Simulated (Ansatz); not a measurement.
System: CH2F, charge 0, doublet. CH2F (SMILES [CH2]F, doublet).
B3LYP-D3(BJ)/def2-TZVP minimum from Ansatz (an electronic-structure program):
```xyz
4

C     -0.0106     0.4978     0.4277
F      0.0121    -0.4855    -0.4825
H     -0.9803     0.6938     0.8618
H      0.9347     0.6892     0.9145
```
Charge 0, spin multiplicity 2.

Total energies in hartree (Ansatz). Radicals and triplets start from unrestricted determinants; spin-orbit coupling is neglected. Cores are frozen in correlated methods. No relativity. For partners of very few electrons the exact lower level stands in for a higher one.

```tsv
species	HF/cc-pVTZ	CCSD(T)/cc-pVTZ	HF/cc-pVQZ	CCSD(T)/cc-pVQZ	CCSDT(Q)/cc-pVTZ
1: CH2F (SMILES [CH2]F, doublet)	-138.46090	-138.88721	-138.47244	-138.93090	-138.88810
2: C (triplet)	-37.69157	-37.78076	-37.69331	-37.78654	-37.78126
3: F (doublet)	-99.40552	-99.62036	-99.41377	-99.65026	-99.62061
4: H (doublet)	-0.49981	-0.49981	-0.49995	-0.49995	-0.49981
```

Question: Work out the atomisation energy (electronic, to ground-state atoms) in kJ/mol: take Hartree-Fock from cc-pVQZ, extrapolate the CCSD(T) correlation energy as X^-3 (X = 3, 4), and add CCSDT(Q) - CCSD(T) in cc-pVTZ. 1 hartree = 2625.5 kJ/mol.

Answer: 
Species 1: correlation (64·(-0.45846) - 27·(-0.42631))/37 = -0.48192; step -0.00089; E1 = -138.47244 + (-0.48192) + (-0.00089) = -138.95525
Species 2: correlation (64·(-0.09323) - 27·(-0.08919))/37 = -0.09618; step -0.00050; E2 = -37.69331 + (-0.09618) + (-0.00050) = -37.78999
Species 3: correlation (64·(-0.23649) - 27·(-0.21484))/37 = -0.25229; step -0.00025; E3 = -99.41377 + (-0.25229) + (-0.00025) = -99.66631
Species 4: correlation (64·(0.00000) - 27·(0.00000))/37 = 0.00000; step +0.00000; E4 = -0.49995 + (0.00000) + (+0.00000) = -0.49995
-1·E1 +1·E2 +1·E3 +2·E4 = 0.49905 hartree = 1310.3 kJ/mol.
